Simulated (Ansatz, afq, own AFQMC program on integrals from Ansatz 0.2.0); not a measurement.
## Where AFQMC and coupled cluster stand for CO, triplet

```csv
atom,x (Å),y (Å),z (Å)
O,0.0000,0.0000,0.0000
C,0.0000,0.0000,1.2890
```

Basis 6-31G. Only valence electrons are correlated. AFQMC by an in-house program on the Cholesky factors that Ansatz 0.2.0 writes for its CCSD(T) run. ph-AFQMC/CISD is guided by a CISD state made of CCSD amplitudes; releasing the constraint for a short imaginary time cuts its bias at the price of noise, slowly where states lie close. ± is one standard error of the sampling.

Determinant: ROHF, the one that the program's search chose, which needn't be the lowest solution. The geometry is a point of a scan.

Full CI on the same integrals is exact in this basis and with this determinant's frozen core.

Cautions: lower spins were not checked; a spin-contaminated unrestricted determinant lies lower (UHF 665 meV lower, ⟨S²⟩ 2.50); the search met a lower determinant of the same kind, perhaps of another symmetry (73 meV lower); raised T1 diagnostic (T1 0.043, weight of the determinant 0.88, largest double 0.13); the released energies have errors that jump between times, so the bars are unsure, so no released level is given (meV from the phaseless value at times in 1/Eh: -22 ± 4 at 0.24, -35 ± 7 at 0.51, -78 ± 19 at 0.99, -66 ± 4 at 1.62, -71 ± 8 at 2.40); the ph-AFQMC/CISD walk drifts between its halves (2.7 errors).

* T1 diagnostic: 0.0433
* weight of the determinant in the CISD state: 0.878
* size of the correlated space: 10 electrons in 16 orbitals

Reference: full CI, correlation energy -5.877 eV.

```
        level  E − E(reference) (kcal/mol)  share of correlation (%)
           HF                       135.53                      0.00
          MP2                         9.11                     93.28
         CCSD                         6.90                     94.91
      CCSD(T)                         1.35                     99.00
  ph-AFQMC/HF                  6.34 ± 0.59                     95.32
ph-AFQMC/CISD                  2.07 ± 0.11                     98.48
```
